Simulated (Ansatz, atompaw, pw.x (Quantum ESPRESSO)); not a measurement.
**Equation-of-state test of one PAW (atompaw) potential (Ru)**

* Element: ruthenium
* Generator: atompaw 4.2.0.5
* Type: PAW
* Functional: LDA (PW92)
* Relativity: scalar-relativistic
* Frozen core: [Kr]
* Valence charge: 8
* Reference configuration: 4d7 5s1 5p0
* Partial waves: 5s (bound): rc 3.00 bohr; 5s channel at 2.55 Ry: rc 3.00 bohr; 5p (bound, empty): rc 3.00 bohr; 5p channel at 2 Ry: rc 3.00 bohr; 4d (bound): rc 3.00 bohr; 4d channel at 0.45 Ry: rc 3.00 bohr
* Local potential: bessel scheme, radius 2.45 bohr
* Core correction: smooth core density matched at 2.40 bohr
* Augmentation charge: sinc compensation charge, radius 2.85 bohr; PAW radius 3.00 bohr; waves and projectors: custom polynom vanderbiltortho

Atomic tests: cutoffs needed: 10 Ry and 18 Ry (the cutoffs (Ry, on a coarse ladder) from which the occupation-weighted sum of valence levels, in a spherical-Bessel basis at the reference potential, stays within 10 and 1 mRy of its value at 400 Ry); ghost test: no extra level below or beside the all-electron valence levels (s, p, d, f tested) (spherical-Bessel basis up to 400 Ry, 20 bohr box); lowest eigenvalue of the overlap operator: 0.08 (s channel).

Crystal test: bcc Ru in pw.x 7.5, no spin, 15³ k-points, Fermi–Dirac smearing 0.01 Ry, cutoffs 40/400 Ry. The reference is all-electron LAPW (Ansatz 0.2.0) with the same functional, mesh and smearing; V0 and B0 come from Birch–Murnaghan fits to the pressures at five volumes. Errors are pseudo minus all-electron; Δ is the rms difference of the E(V) curves that follow from these fits, minima aligned, over ±6 % about the mean V0. Mesh and smearing are coarse, so the numbers serve the comparison and aren't converged zero-temperature values; the lattice is a test structure that the element need not adopt.

All-electron: a0 = 3.003 Å (V0 = 13.53 Å³/atom), B0 = 326.0 GPa.

Task: How far does the potential miss the all-electron equation of state?

Result: mean pressure error (GPa): +14.03; a0 (Å): 3.040; a0 error (%): +1.24; B0 error (%): +1.8; Δ (meV/atom): 37.6. The largest radius (3.00 bohr) exceeds half the bond length (2.46 bohr), so the spheres overlap, which is one possible source of error among others. This is a poor potential for the solid.

```
V (Å³/atom)  P all-electron (GPa)  P pseudo (GPa)
     12.846                 19.28           37.70
     13.184                  9.10           24.93
     13.522                  0.29           13.91
     13.860                 -7.33            4.57
     14.198                -13.92           -3.51
```

Task: At the middle volume, how do free energy and pressure move when the wave cutoff is lowered (ecutrho held at 400 Ry)?

Result:

```csv
cutoff (Ry),shift of F (meV/atom),shift of P (GPa)
18,+9.2,-0.66
24,+2.9,+0.08
32,+0.2,+0.10
```

Input at the middle volume:

```
&control
  calculation='scf', prefix='x', pseudo_dir='./', outdir='./tmp', tstress=.true., disk_io='none'
/
&system
  ibrav=0, nat=1, ntyp=1, ecutwfc=40, ecutrho=400, nbnd=11,
  occupations='smearing', smearing='fd', degauss=0.01
/
&electrons
  conv_thr=1e-09, mixing_beta=0.4, electron_maxstep=70
/
ATOMIC_SPECIES
Ru 1.0 Ru.UPF
CELL_PARAMETERS angstrom
  -1.50081437 1.50081437 1.50081437
  1.50081437 -1.50081437 1.50081437
  1.50081437 1.50081437 -1.50081437
ATOMIC_POSITIONS crystal
Ru 0.0000 0.0000 0.0000
K_POINTS automatic
15 15 15 0 0 0
```

```bash
pw.x < Ru.scf.in > Ru.scf.out
```

Lines of the output:

```
Message from routine setup:
     using ibrav=0 with symmetry is DISCOURAGED, use correct ibrav instead
     lattice parameter (alat)  =       4.9123  a.u.
     unit-cell volume          =      91.2510 (a.u.)^3
     number of electrons       =         8.00
     number of Kohn-Sham states=           11
     kinetic-energy cutoff     =      40.0000  Ry
     charge density cutoff     =     400.0000  Ry
     scf convergence threshold =      1.0E-09
     Exchange-correlation= SLA PW NOGX NOGC
     number of k points=   120  Fermi-Dirac smearing, width (Ry)=  0.0100
     iteration #  1     ecut=    40.00 Ry     beta= 0.40
     total energy              =    -280.80129255 Ry
     estimated scf accuracy    <       0.00913197 Ry
     iteration #  2     ecut=    40.00 Ry     beta= 0.40
     total energy              =    -280.95404300 Ry
     estimated scf accuracy    <       0.01378562 Ry
     iteration #  3     ecut=    40.00 Ry     beta= 0.40
     total energy              =    -280.80140468 Ry
     estimated scf accuracy    <       0.10104946 Ry
     iteration #  4     ecut=    40.00 Ry     beta= 0.40
     total energy              =    -280.80693073 Ry
     estimated scf accuracy    <       0.00077573 Ry
     iteration #  5     ecut=    40.00 Ry     beta= 0.40
     total energy              =    -280.80675379 Ry
     estimated scf accuracy    <       0.00102113 Ry
     iteration #  6     ecut=    40.00 Ry     beta= 0.40
     total energy              =    -280.80665654 Ry
     estimated scf accuracy    <       0.00049834 Ry
     iteration #  7     ecut=    40.00 Ry     beta= 0.40
     total energy              =    -280.80670741 Ry
     estimated scf accuracy    <       0.00000084 Ry
     iteration #  8     ecut=    40.00 Ry     beta= 0.40
     total energy              =    -280.80671009 Ry
     estimated scf accuracy    <       0.00000142 Ry
     iteration #  9     ecut=    40.00 Ry     beta= 0.40
     total energy              =    -280.80671003 Ry
     estimated scf accuracy    <       0.00000104 Ry
     iteration # 10     ecut=    40.00 Ry     beta= 0.40
     total energy              =    -280.80670988 Ry
     estimated scf accuracy    <       0.00000023 Ry
     iteration # 11     ecut=    40.00 Ry     beta= 0.40
     the Fermi energy is    18.3142 ev
!    total energy              =    -280.80670994 Ry
     estimated scf accuracy    <          7.2E-10 Ry
     smearing contrib. (-TS)   =      -0.00827307 Ry
     convergence has been achieved in  11 iterations
          total   stress  (Ry/bohr**3)                   (kbar)     P=      139.07
     Message from routine punch:
     Nothing written, as per user request (disk_io='none')
```

The 8 pw.x runs together took about 49 s on one core of a shared server CPU.
